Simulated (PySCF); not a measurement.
Which determinant of CH⁺ lies lowest?

Unrestricted PBE0; H 6-31G(d,p), C 6-31G(d,p); no relativity (PySCF 2.14). Outer shells of the fragments: H 1s1; C+ 2s2 2p1.

Followed along the bond (rough minima from three points):

```tsv
2Ms+1	unpaired	⟨S²⟩ at the start	R at minimum (Å)	Te (eV)
1	none	0.00	1.14	0.00
3	σ ↑, π ↑	2.00	1.14	0.69
1	σ ↑, π ↓	1.01	1.17	1.45
```

Solutions found at the starting distance of 1.130 Å, counted from the lowest of them; the search is not exhaustive and high or unbound solutions are not listed, so other states can lie among these:

```json
{"2Ms+1": "1", "unpaired": "none", "term": "¹Σ⁺", "E (eV)": "0.00", "⟨S²⟩": "0.00", "⟨Lz²⟩": "0.00", "μ (D)": "-1.84"}
{"2Ms+1": "3", "unpaired": "σ ↑, π ↑", "term": "³Π", "E (eV)": "0.69", "⟨S²⟩": "2.00", "⟨Lz²⟩": "1.00", "μ (D)": "-1.11"}
{"2Ms+1": "1", "unpaired": "σ ↑, π ↓", "term": "mixed", "E (eV)": "1.47", "⟨S²⟩": "1.01", "⟨Lz²⟩": "1.00", "μ (D)": "-1.38"}
{"2Ms+1": "3", "unpaired": "π ↑↑", "term": "³Σ⁻", "E (eV)": "4.23", "⟨S²⟩": "2.12", "⟨Lz²⟩": "0.00", "μ (D)": "-0.86"}
{"2Ms+1": "1", "unpaired": "π ↑↓", "term": "mixed", "E (eV)": "5.09", "⟨S²⟩": "1.00", "⟨Lz²⟩": "2.01", "μ (D)": "-0.91"}
{"2Ms+1": "1", "unpaired": "none", "term": "mixed", "E (eV)": "6.82", "⟨S²⟩": "0.00", "⟨Lz²⟩": "2.00", "μ (D)": "-0.90"}
```

A term symbol is given only where ⟨S²⟩ and ⟨Lz²⟩ are close to those of a pure state; real π, δ and φ orbitals otherwise mix terms. A positive dipole points towards C; it is taken about the centre of mass and depends on that origin.

Counting both spins, an empty level lies below a filled one in some of these solutions, because spin and occupation are held.
